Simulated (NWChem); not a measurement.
Molecule: hydrogen isocyanide (CHN); SMILES [NH+]#[C-]

```xyz
3

C      0.0000     0.0000     0.7553
N      0.0000     0.0000    -0.4288
H      0.0000     0.0000    -1.4413
```
Atoms are numbered in this order, from 1.

Results from NWChem. Structure relaxed at the PBE-D3(BJ)/def2-SVP level. Atomic charges in e: unrestrained fits to the electrostatic potential beside Mulliken populations; the two definitions need not agree.

Problem. Predict the results for B3LYP/def2-SVP. Quantities: ESP C1; Mulliken C1; ESP N2; Mulliken N2; relative RMS misfit of the potential (%).

Solution. The ESP C1 comes out as -0.28 and the Mulliken C1 is -0.11. The ESP N2 is 0.02, the Mulliken N2 is -0.06 and the relative RMS misfit of the potential (%) comes out as 23.
